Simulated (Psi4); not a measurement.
# HNO3 (SMILES O=[N+]([O-])O): PBE0/def2-SVPD

What is the energy change on altering one bond length of HNO3 at PBE0/def2-SVPD? Input form: a Python script.

The results are computed with Psi4 1.11.

2 further runs of the same task are left out: 1 that didn't finish, 1 set aside as unsound or not needed.

## Step 1: The molecule

HNO3: 5 atoms, total charge 0, spin state singlet. SMILES: `O=[N+]([O-])O`. The coordinates come from a PBE0-D4/def2-TZVP relaxation. This is one conformer, not always the lowest.

Bond lengths: O1–N2 1.186 Å, N2–O3 1.201 Å, N2–O4 1.385 Å, O4–H5 0.970 Å. Angles: O1–N2–O3 130.2°, O1–N2–O4 114.2°, O3–N2–O4 115.7°, N2–O4–H5 103.1°.

## Step 2: The energy at PBE0/def2-SVPD

The input, run.py:

```python
import psi4

psi4.set_memory(2200000000)
psi4.set_num_threads(1)
psi4.core.set_output_file('output.dat', False)

geom = psi4.geometry("""
O      1.317870    -0.315800     0.746500
N      0.253090    -0.279730     0.226190
O     -0.596440    -1.123960     0.141450
O     -0.044080     0.932950    -0.373960
H     -0.930440     0.786540    -0.740170
symmetry c1
""")

psi4.set_options({
    'basis': 'def2-SVPD',
    'reference': 'rks',
    'puream': True,
    'e_convergence': 1e-09,
    'd_convergence': 1e-08,
    'scf_type': 'pk',
    'dft_radial_points': 99,
    'dft_spherical_points': 590,
})

E, wfn = psi4.energy('pbe0', return_wfn=True)
psi4.oeprop(wfn, 'DIPOLE', 'MULLIKEN_CHARGES', 'WIBERG_LOWDIN_INDICES')
print(f'pbe0 energy: {E:.10f} Eh')
for k, v in sorted(psi4.core.scalar_variables().items()):
    print(f'{k:45s} {v:18.10f}')
```

Run with:

```bash
$ python run.py
```

output.dat:

```text
[...]
  Running in c1 symmetry.
[...]
  Nuclear repulsion =  127.635963317852969
[...]
  Multiplicity = 1
[...]
  Nalpha       = 16
  Nbeta        = 16
[...]
    Number of basis functions: 97
[...]
   @RKS iter   1:  -280.19092069592352    1.21692e-01   8.28594e-03 ADIIS/DIIS
[...]
   @RKS iter  11:  -280.41105402369550   -1.32445e-11   8.77811e-09 DIIS
[...]
    Orbital Energies [Eh]
    ---------------------
    Doubly Occupied:
       1A    -19.329904     2A    -19.295367     3A    -19.294529
       4A    -14.718395     5A     -1.350213     6A     -1.158718
       7A     -1.126959     8A     -0.740741     9A     -0.631161
      10A     -0.625540    11A     -0.587726    12A     -0.516772
      13A     -0.410597    14A     -0.393243    15A     -0.378119
      16A     -0.356738
[...]
  @RKS Final Energy:  -280.41105402369550
   => Energetics <=
    Nuclear Repulsion Energy =            127.6359633178529691
    One-Electron Energy =                -636.6112844669096376
    Two-Electron Energy =                 253.3150718095547518
    DFT Exchange-Correlation Energy =     -24.7508046841936071
    Empirical Dispersion Energy =           0.0000000000000000
    VV10 Nonlocal Energy =                  0.0000000000000000
    Total Energy =                       -280.4110540236954989
[...]
 Multipole Moments:
 ------------------------------------------------------------------------------------
     Multipole            Electronic (a.u.)      Nuclear  (a.u.)        Total (a.u.)
 ------------------------------------------------------------------------------------
 L = 1.  Multiply by 2.5417464519 to convert [e a0] to [Debye]
 Dipole X            :          0.4007882           -1.0722097           -0.6714215
 Dipole Y            :         -0.4614337            0.9049172            0.4434835
 Dipole Z            :          0.3652000           -0.8523968           -0.4871968
 Magnitude           :                                                    0.9406621
[...]
  Mulliken Charges: (a.u.)
   Center  Symbol    Alpha    Beta     Spin     Total
       1     O     4.16671  4.16671  0.00000 -0.33342
       2     N     3.16843  3.16843  0.00000  0.66315
       3     O     4.17383  4.17383  0.00000 -0.34766
       4     O     4.12613  4.12613  0.00000 -0.25226
       5     H     0.36490  0.36490  0.00000  0.27020
   Total alpha = 16.00000, Total beta = 16.00000, Total charge = -0.00000
  Wiberg Bond Indices using Orthogonal Lowdin Orbitals:
[...]
```

The script printed:

```text
pbe0 energy: -280.4110540237 Eh
CURRENT ENERGY                                   -280.4110540237
CURRENT REFERENCE ENERGY                         -280.4110540237
DD SOLVATION ENERGY                                 0.0000000000
DFT FUNCTIONAL TOTAL ENERGY                      -280.4110540237
DFT TOTAL ENERGY                                 -280.4110540237
DFT VV10 ENERGY                                     0.0000000000
DFT XC ENERGY                                     -24.7508046842
GRID ELECTRONS ALPHA                               15.9999999595
GRID ELECTRONS BETA                                15.9999999595
GRID ELECTRONS TOTAL                               31.9999999190
NUCLEAR REPULSION ENERGY                          127.6359633179
ONE-ELECTRON ENERGY                              -636.6112844669
PCM POLARIZATION ENERGY                             0.0000000000
PE ENERGY                                           0.0000000000
SCF ITERATION ENERGY                             -280.4110540237
SCF ITERATIONS                                     11.0000000000
SCF TOTAL ENERGY                                 -280.4110540237
TWO-ELECTRON ENERGY                               253.3150718096
XC GRID RADIAL POINTS                              99.0000000000
XC GRID SPHERICAL POINTS                          590.0000000000
XC GRID TOTAL POINTS                           282432.0000000000
```

Run time: 10 s. Hardware: 1 thread of Intel Xeon 6975P-C (Granite Rapids), shared host; peak memory 1.1 GiB.

## Step 3: The distorted shape at the same level

The input, hno3.py:

```python
import psi4

psi4.set_memory(2200000000)
psi4.set_num_threads(1)
psi4.set_output_file('psi4.out', False)

mol = psi4.geometry("""
0 1
O
N 1 1.185656
O 2 2.1612 1 130.1653
O 2 1.38531 1 114.16663 3 179.99271
H 4 0.970144 2 103.14483 1 -179.99118
units angstrom
symmetry c1
no_reorient
no_com
""")

options = {'basis': 'def2-SVPD', 'puream': True, 'e_convergence': 1e-09, 'd_convergence': 1e-08, 'scf_type': 'pk', 'dft_radial_points': 99, 'dft_spherical_points': 590}
psi4.set_options(options)

energy_value, wavefunction = psi4.energy('PBE0', return_wfn=True)
psi4.oeprop(wavefunction, 'MULLIKEN_CHARGES', 'QUADRUPOLE', 'MAYER_INDICES', title='PBE0')
print(f'total energy {energy_value:.8f} hartree = {energy_value * 27.211386:.5f} eV')
for k, v in sorted(psi4.core.scalar_variables().items()):
    print(f'{k:45s} {v:18.10f}')
```

Run with:

```bash
$ python hno3.py
```

psi4.out:

```text
[...]
  Running in c1 symmetry.
[...]
  Nuclear repulsion =  107.356640179709586
[...]
  Multiplicity = 1
[...]
  Nalpha       = 16
  Nbeta        = 16
[...]
    Number of basis functions: 97
[...]
   @RKS iter   1:  -279.68576430401771   -2.11561e-01   1.06366e-02 DIIS/ADIIS
[...]
   @RKS iter  16:  -280.22308612386860   -4.37694e-12   3.34413e-09 DIIS
[...]
    Orbital Energies [Eh]
    ---------------------
    Doubly Occupied:
       1A    -19.367341     2A    -19.364814     3A    -19.283482
       4A    -14.676571     5A     -1.317322     6A     -1.156212
       7A     -0.896595     8A     -0.772914     9A     -0.653411
      10A     -0.597465    11A     -0.592448    12A     -0.497769
      13A     -0.435419    14A     -0.369161    15A     -0.318378
      16A     -0.317401
[...]
  @RKS Final Energy:  -280.22308612386860
   => Energetics <=
    Nuclear Repulsion Energy =            107.3566401797095864
    One-Electron Energy =                -596.4223177582955486
    Two-Electron Energy =                 233.3629131417910685
    DFT Exchange-Correlation Energy =     -24.5203216870737286
    Empirical Dispersion Energy =           0.0000000000000000
    VV10 Nonlocal Energy =                  0.0000000000000000
    Total Energy =                       -280.2230861238685975
[...]
 Multipole Moments:
 ------------------------------------------------------------------------------------
     Multipole            Electronic (a.u.)      Nuclear  (a.u.)        Total (a.u.)
 ------------------------------------------------------------------------------------
 L = 1.  Multiply by 2.5417464519 to convert [e a0] to [Debye]
 Dipole X            :         -0.0000939            0.0002227            0.0001288
 Dipole Y            :          0.0117407            1.0861624            1.0979031
 Dipole Z            :         -1.0486058            1.2181911            0.1695853
 Magnitude           :                                                    1.1109232
 L = 2.  Multiply by 1.3450342976 to convert [e a0^2] to [Debye ang]
 Quadrupole XX       :        -16.6550283            0.0000008          -16.6550275
 Quadrupole XY       :         -0.0071915            0.0072568            0.0000654
[...]
  Mulliken Charges: (a.u.)
   Center  Symbol    Alpha    Beta     Spin     Total
       1     O     4.13139  4.13139  0.00000 -0.26278
       2     N     3.22632  3.22632  0.00000  0.54735
       3     O     4.16056  4.16056  0.00000 -0.32113
       4     O     4.12869  4.12869  0.00000 -0.25738
       5     H     0.35303  0.35303  0.00000  0.29393
   Total alpha = 16.00000, Total beta = 16.00000, Total charge = -0.00000
  Mayer Bond Indices:
[...]
```

The script printed:

```text
total energy -280.22308612 hartree = -7625.25856 eV
CURRENT ENERGY                                   -280.2230861239
CURRENT REFERENCE ENERGY                         -280.2230861239
DD SOLVATION ENERGY                                 0.0000000000
DFT FUNCTIONAL TOTAL ENERGY                      -280.2230861239
DFT TOTAL ENERGY                                 -280.2230861239
DFT VV10 ENERGY                                     0.0000000000
DFT XC ENERGY                                     -24.5203216871
GRID ELECTRONS ALPHA                               15.9999999569
GRID ELECTRONS BETA                                15.9999999569
GRID ELECTRONS TOTAL                               31.9999999138
NUCLEAR REPULSION ENERGY                          107.3566401797
ONE-ELECTRON ENERGY                              -596.4223177583
PCM POLARIZATION ENERGY                             0.0000000000
PE ENERGY                                           0.0000000000
SCF ITERATION ENERGY                             -280.2230861239
SCF ITERATIONS                                     16.0000000000
SCF TOTAL ENERGY                                 -280.2230861239
TWO-ELECTRON ENERGY                               233.3629131418
XC GRID RADIAL POINTS                              99.0000000000
XC GRID SPHERICAL POINTS                          590.0000000000
XC GRID TOTAL POINTS                           283444.0000000000
```

Run time: 15 s. Hardware: 1 thread of Intel Xeon 6975P-C (Granite Rapids), shared host; peak memory 1.1 GiB.

## Step 4: Results

At PBE0/def2-SVPD:

| quantity | value |
| --- | --- |
| first shape: total energy | -280.41105 Eh |
| first shape: dipole moment | 2.39 D |
| first shape: HOMO energy | -9.71 eV |
| first shape: LUMO energy | -2.22 eV |
| first shape: HOMO–LUMO gap | 7.49 eV |
| distorted shape: total energy | -280.22309 Eh |
| distorted shape: dipole moment | 2.82 D |
| distorted shape: HOMO energy | -8.64 eV |
| distorted shape: LUMO energy | -5.11 eV |
| distorted shape: HOMO–LUMO gap | 3.53 eV |
| energy change with the N2–O3 bond stretched from 1.201 to 2.161 Å | 5.115 eV |

One bond (distorted shape) is far stretched, which a spin-restricted single reference describes badly; a broken-symmetry solution may lie lower. With the N2–O3 bond stretched from 1.201 to 2.161 Å the energy rises by 5.11 eV (118 kcal/mol). The first shape isn't relaxed at this level, so the change isn't measured from a minimum. A restricted reference can't describe the breaking bond well at this length. Mulliken charges (first shape) run from -0.35 on O3 to +0.66 on N2; in a basis this large or diffuse they mean little.
